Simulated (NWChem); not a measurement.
CS; SMILES [C-]#[S+]

```xyz
2

C      0.0000     0.0000    -1.1104
S      0.0000     0.0000     0.4189
```
Atoms are numbered in this order, from 1.

Level: PBE0-D3(BJ)/def2-TZVP (NWChem), optimised geometry, unscaled harmonic frequencies. 

Q: List the harmonic frequencies with IR intensities, and the thermochemistry.

A: 
```tsv
frequency (cm⁻¹)	IR intensity (km/mol)
1334	90.5
```

```json
{
  "zero_point_energy": "1.9 kcal/mol",
  "thermal correction to the enthalpy at 298.15 K (with zero-point energy)": "4.0 kcal/mol",
  "heat capacity Cv": "5.1 cal/(mol K)",
  "entropy at 298.15 K and 1 atm (symmetry number 1)": "50.2 cal/(mol K)",
  "dipole_moment": "1.93 D"
}
```

Rigid rotor and harmonic oscillator.
